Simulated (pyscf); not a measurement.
Structures and frequencies: ωB97X-D3(BJ)/def2-SVP in PySCF.

### Question
•HAs–InH₂ + H₂ -> [H₂As–InH]• + H₂
Surface: doublet. Broken: H–H, H–In. Formed: As–H, H–H. Give ΔE‡ and ΔE from PBE/def2-TZVP, relative to the separated reactants.

### Answer
ΔE‡ = 1.11 eV, ΔE = -0.42 eV. ωB97M-D3(BJ)/def2-TZVP gives 1.68 eV and -0.25 eV. Zero-point energy shifts the barrier by +0.02 eV. It is a concerted two-bond exchange, with an imaginary mode of 2290i cm⁻¹. One saddle was located; it need not be the lowest between these sides. Elements up to Kr have no core potential and no relativistic terms here. Elements past Kr carry the def2 core potentials, without spin-orbit coupling.
